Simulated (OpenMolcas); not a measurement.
**SiH2O (oxosilane) at 6 levels**

Wanted: a comparison of 6 runs (B3LYP/def2-TZVPP, BLYP/def2-TZVPP, PBE0/def2-TZVPP, SVWN5/def2-TZVPP, r2SCAN/def2-TZVPP, revPBE/def2-TZVPP) of SiH2O (oxosilane). 

The results are computed with OpenMolcas 26.06.

## Step 1: Starting point

The species is SiH2O (4 atoms), meant as a singlet with charge 0. As SMILES, `O=[SiH2]`. The Si2–H4 distance was set to 2.674 Å, away from the relaxed value. At this shape a bond of the SMILES string is far longer than usual.

Bond lengths: O1–Si2 1.516 Å, Si2–H3 1.485 Å. Angles: O1–Si2–H3 124.0°.

## Step 2: A single-point energy at B3LYP/def2-TZVPP (run 1)

File run.input:

```
* H2OSi Kohn-Sham DFT

&GATEWAY
 BasLib=$CurrDir
 Coord
 4
 angstrom
 O       -0.168565      -0.316790       2.400022
 Si       0.107935      -0.720490       0.965422
 H        0.554535      -2.076290       0.554322
 H       -0.150000       0.922700      -1.128300
 Basis=def2-TZVPP
 Group=NoSym

&SEWARD
 GridInput
 Grid=UltraFine
 End of Grid

&SCF
 KSDFT=B3LYP
 Thresholds=1e-10 1e-07 1e-07 1e-05
 PrOrbitals=1 1
```

The basis set def2-TZVPP is read from a file made from the Basis Set Exchange's data (not shown).

The run is started by

```console
export MOLCAS_MEM=1860
pymolcas run.input > run.log
```

The log of the run:

```text
--- Start Module: gateway ---
[...]
--- Stop Module: gateway /rc=_RC_ALL_IS_WELL_ ---
--- Start Module: seward ---
[...]
      Basis functions          101
--- Stop Module: seward /rc=_RC_ALL_IS_WELL_ ---
[...]
--- Start Module: scf ---
[...]
       Convergence after  16 Iterations
[...]
::    Total KS-DFT energy                            -365.8561905795
[...]
      Total spin, S                                     0.0000000000
[...]
      Total electronic charge=   24.000000
      Total            charge=   -0.000000
[...]
      Dipole Moment (debye):
      Origin of the operator (angstrom)=    0.0159   -0.5738    1.4095
                   X=  8.4553E-01               Y= -2.1073E+00               Z= -2.0219E+00           Total=  3.0404E+00
      Quadrupole Moment (debye*angstrom):
[...]
--- Stop Module: scf /rc=_RC_ALL_IS_WELL_ ---
[...]
```

Run time: 28 s. Hardware: 1 thread of Intel Xeon Platinum 8259CL at 2.50GHz (Skylake/Cascade Lake), shared host; peak memory 0.57 GiB.

## Step 3: A single-point energy at BLYP/def2-TZVPP (run 2)

File test.input:

```
&GATEWAY
  BasLib = $CurrDir
  Coord
  4
  angstrom
  O       -0.168565      -0.316790       2.400022
  Si       0.107935      -0.720490       0.965422
  H        0.554535      -2.076290       0.554322
  H       -0.150000       0.922700      -1.128300
  Basis = def2-TZVPP
  Group = NoSym

&SEWARD
  GridInput
  Grid=UltraFine
  End of Grid

&SCF
  KSDFT = BLYP
  Thresholds = 1e-10 1e-07 1e-07 1e-05
  PrOrbitals = 1 1
```

The basis set def2-TZVPP is read from a file made from the Basis Set Exchange's data (not shown).

The run is started by

```console
export MOLCAS_MEM=1860
pymolcas test.input > test.log
```

The log of the run:

```text
--- Start Module: gateway ---
[...]
--- Stop Module: gateway /rc=_RC_ALL_IS_WELL_ ---
--- Start Module: seward ---
[...]
      Basis functions          101
--- Stop Module: seward /rc=_RC_ALL_IS_WELL_ ---
[...]
--- Start Module: scf ---
[...]
       Convergence after  25 Iterations
[...]
::    Total KS-DFT energy                            -365.8391082825
[...]
      Total spin, S                                     0.0000000000
[...]
      Total electronic charge=   24.000000
      Total            charge=   -0.000000
[...]
      Dipole Moment (debye):
      Origin of the operator (angstrom)=    0.0159   -0.5738    1.4095
                   X=  7.9558E-01               Y= -2.0387E+00               Z= -1.7510E+00           Total=  2.8028E+00
      Quadrupole Moment (debye*angstrom):
[...]
--- Stop Module: scf /rc=_RC_ALL_IS_WELL_ ---
[...]
```

Wall time 41 s (1 thread of Intel Xeon Platinum 8259CL at 2.50GHz (Skylake/Cascade Lake), shared host); peak memory 0.57 GiB.

## Step 4: The energy at PBE0/def2-TZVPP (run 3)

File calc.input:

```
>>> EXPORT MOLCAS_PRINT=2

&GATEWAY
 BasLib=$CurrDir
 Coord
 4
 bohr
 O     -0.31854168    -0.59864634     4.53538427
 Si     0.20396759    -1.36152878     1.82438317
 H      1.04791928    -3.92361946     1.04751676
 H     -0.28345892     1.74365030    -2.13217799
 Basis=def2-TZVPP
 Group=NoSym

&SEWARD
 GridInput
 Grid=UltraFine
 End of Grid

&SCF
 KSDFT=PBE0
 Thresholds=1e-10 1e-07 1e-07 1e-05
 PrOrbitals=1 2
```

The basis set def2-TZVPP is read from a file made from the Basis Set Exchange's data (not shown).

The run is started by

```console
export MOLCAS_MEM=1860
pymolcas calc.input > calc.log
```

The log of the run:

```text
--- Start Module: gateway ---
[...]
--- Stop Module: gateway /rc=_RC_ALL_IS_WELL_ ---
--- Start Module: seward ---
[...]
      Basis functions          101
--- Stop Module: seward /rc=_RC_ALL_IS_WELL_ ---
[...]
--- Start Module: scf ---
[...]
       Convergence after  17 Iterations
[...]
::    Total KS-DFT energy                            -365.6195008037
[...]
      Total spin, S                                     0.0000000000
[...]
      Total electronic charge=   24.000000
      Total            charge=   -0.000000
[...]
      Dipole Moment (debye):
      Origin of the operator (angstrom)=    0.0159   -0.5738    1.4095
                   X=  8.4617E-01               Y= -2.0876E+00               Z= -2.0811E+00           Total=  3.0668E+00
      Quadrupole Moment (debye*angstrom):
[...]
--- Stop Module: scf /rc=_RC_ALL_IS_WELL_ ---
[...]
```

Run time: 29 s. Hardware: 1 thread of Intel Xeon Platinum 8259CL at 2.50GHz (Skylake/Cascade Lake), shared host; peak memory 0.57 GiB.

Runs 4 to 5 aren't shown in full; the table further down has their settings and results.

## Step 5: The energy at revPBE/def2-TZVPP (run 6)

File run.input:

```
* H2OSi Kohn-Sham DFT
>>> EXPORT MOLCAS_PRINT=2
&GATEWAY
BasLib
$CurrDir
Coord
4
angstrom
O       -0.168565      -0.316790       2.400022
Si       0.107935      -0.720490       0.965422
H        0.554535      -2.076290       0.554322
H       -0.150000       0.922700      -1.128300
Basis
def2-TZVPP
Group
NoSym
&SEWARD
GridInput
Grid=UltraFine
End of Grid
&SCF
KSDFT
revPBE
Thresholds
1e-10 1e-07 1e-07 1e-05
PrOrbitals
1
```

The basis set def2-TZVPP is read from a file made from the Basis Set Exchange's data (not shown).

The run is started by

```console
export MOLCAS_MEM=1860
pymolcas run.input > run.log
```

The log of the run:

```text
--- Start Module: gateway ---
[...]
--- Stop Module: gateway /rc=_RC_ALL_IS_WELL_ ---
--- Start Module: seward ---
[...]
      Basis functions          101
--- Stop Module: seward /rc=_RC_ALL_IS_WELL_ ---
[...]
--- Start Module: scf ---
[...]
       Convergence after  21 Iterations
[...]
::    Total KS-DFT energy                            -365.7609533719
[...]
      Total spin, S                                     0.0000000000
[...]
      Total electronic charge=   24.000000
      Total            charge=   -0.000000
[...]
      Dipole Moment (debye):
      Origin of the operator (angstrom)=    0.0159   -0.5738    1.4095
                   X=  7.8343E-01               Y= -2.0191E+00               Z= -1.6930E+00           Total=  2.7490E+00
      Quadrupole Moment (debye*angstrom):
[...]
--- Stop Module: scf /rc=_RC_ALL_IS_WELL_ ---
[...]
```

Wall time 35 s (1 thread of Intel Xeon Platinum 8259CL at 2.50GHz (Skylake/Cascade Lake), shared host); peak memory 0.57 GiB.

## Step 6: The series

```csv
run,level,energy (Eh),dipole moment (D),HOMO energy (eV),LUMO energy (eV),wall time
1,B3LYP/def2-TZVPP,-365.856191,3.04,-7.53,-3.93,28 s
2,BLYP/def2-TZVPP,-365.839108,2.80,-6.56,-4.31,41 s
3,PBE0/def2-TZVPP,-365.619501,3.07,-7.67,-3.66,29 s
4,SVWN5/def2-TZVPP,-364.136330,2.90,-6.71,-4.40,26 s
5,r2SCAN/def2-TZVPP,-365.767940,2.91,-6.89,-4.30,40 s
6,revPBE/def2-TZVPP,-365.760953,2.75,-6.62,-4.30,35 s
```

## Step 7: What came out

| quantity | value |
| --- | --- |
| run 6: total energy | -365.76095 Eh |
| run 6: dipole moment | 2.75 D |
| run 6: HOMO energy | -6.62 eV |
| run 6: LUMO energy | -4.30 eV |
| run 6: HOMO–LUMO gap | 2.32 eV |

The dipole moment (its size) runs from 2.75 D (revPBE/def2-TZVPP) to 3.07 D (PBE0/def2-TZVPP). The HOMO–LUMO gap runs from 2.25 eV (BLYP/def2-TZVPP) to 4.01 eV (PBE0/def2-TZVPP). Totals of different functionals can't be ranked against each other. In runs 1, 2, 3, 4, 5, 6 a closed-shell determinant meets a far-stretched bond, which it describes badly. All runs together took 3.3 min, the longest 41 s.
